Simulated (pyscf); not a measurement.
PySCF, gas phase, ωB97X-D3(BJ)/def2-SVP geometries.

Task: Estimate by transition-state theory the rate constant of `[CH3][NH][CH3]` + `[OH][SnH]([OH])[OH]` → `[CH3][N]([CH3])[Sn]([OH])([OH])[OH]` + `[H][H]` (singlet surface; H–N, H–Sn broken, N–Sn, H–H formed) at 600 K, with ωB97M-D3(BJ)/def2-TZVP energies (ideal gas, 1 atm, RRHO with modes under 100 cm⁻¹ raised to 100, one conformer, R ln 2 for chiral ones without a mode under 150 cm⁻¹; no tunnelling).

Result: The electronic barrier is 31.1 kcal/mol and the thermal terms add +22.6, so ΔG‡ = 53.7 kcal/mol. With k_BT/h = 1.25e+13 s⁻¹ and RT = 1.192 kcal/mol, and a volume of 8.18e-20 cm³ per molecule at 1 atm, k = 2.9e-26 cm³ molecule⁻¹ s⁻¹. Wigner's tunnelling factor for 1422i cm⁻¹ would be 1.48, likely too low at so high a frequency. A shift of 1 kcal/mol in the barrier changes k by a factor 2.3. On the reactant side the descent ends in an adduct with a N–Sn contact (not fully relaxed), 21.9 kcal/mol under the separated species and 49.3 kcal/mol under the saddle at ωB97X-D3(BJ)/def2-TZVP. What is counted as formed (N–Sn) is already present as a longer contact in the reactant adduct; forming that adduct is a step of its own. At the saddle there is also a short H–Sn contact that neither side keeps. At ωB97X-D3(BJ)/def2-TZVP the barrier from the zero used here is 27.4 kcal/mol. H₃C–NH–CH₃ lies 7.8 kcal/mol over its isomer H₃C–CH₂–NH₂ (electronic energy, ωB97M-D3(BJ)/def2-TZVP). One saddle was located; it need not be the lowest between these sides. Elements past Kr carry the def2 core potentials, without spin-orbit coupling.
